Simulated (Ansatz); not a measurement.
Si2H6Cl (charge -1), singlet: a pair in one relaxed arrangement.

The input file, in.yaml:

```yaml
crystal:
  periodic: [false, false, false]
  atoms:
    - {symbol: Cl, position_ang: [-0.788671, -1.062472, -2.072701]}
    - {symbol: Si, position_ang: [0.496871, 0.981918, -0.431663]}
    - {symbol: Si, position_ang: [-0.355611, -0.791575, 0.802964]}
    - {symbol: H, position_ang: [1.133898, 1.968247, 0.537091]}
    - {symbol: H, position_ang: [1.626040, 0.627440, -1.330655]}
    - {symbol: H, position_ang: [-0.527780, 1.810502, -1.118927]}
    - {symbol: H, position_ang: [-1.836761, -0.911657, 0.777032]}
    - {symbol: H, position_ang: [-0.064164, -0.526830, 2.273328]}
    - {symbol: H, position_ang: [0.316179, -2.095472, 0.563432]}
basis:
  gaussian: {orbitals: "def2-TZVPPD.json"}
total_charge: -1
hamiltonian: {xc: {name: BLYP}, dispersion: d4}
```

The basis file named in the input lies beside it (Basis Set Exchange, JSON).

Launched with

```bash
ansatz run in.yaml --threads 4 --pin off --events-out ev --progress --plain --max-ram 9574MiB
```

What Ansatz 0.2.0 printed:

```
Functional definition: BLYP
  name "BLYP"
  cite "Becke, Phys. Rev. A 38, 3098 (1988) doi:10.1103/PhysRevA.38.3098"
  cite "Lee, Yang & Parr, Phys. Rev. B 37, 785 (1988) doi:10.1103/PhysRevB.37.785"
  parameter beta = 0.0042
  parameter a = 0.04918
  parameter b = 0.132
  parameter c = 0.2533
  parameter d = 0.349
  exchange = b88_x(beta = beta)
  correlation = lyp_c(a = a, b = b, c = c, d = d)
1288 factors; their error is unknown
mean field evaluation 1: about -28376.5871 eV, gradient 2.0e1 eV
mean field evaluation 2: about -28377.3109 eV, gradient 1.5e1 eV
mean field evaluation 4: about -28377.9544 eV, gradient 1.1e0 eV
mean field evaluation 8: about -28377.9574 eV, gradient 1.5e-2 eV
mean field evaluation 16: about -28377.9218 eV, gradient 4.1e-5 eV
mean field -28377.92181561 eV, -1042.8693914773 hartree, gradient 4.1e-5 eV, S^2 0.000000; 0 other end points of the search recorded, 0 dependent functions left out
reference -28377.92223762 eV, -1042.8694069861 hartree; 26, 26 occupied and 223, 223 virtual orbitals, 1288 factors
Total energy: -28378.45792510 eV, -1042.8890931378 hartree
```

The lines “mean field evaluation” count trial sets of orbitals through the whole run, from several starts and some on an approximate energy, so they need not fall steadily or lie above the final value.

The run took about 1.6 s on 4 CPU threads of an Intel Xeon Platinum 8488C (shared host).
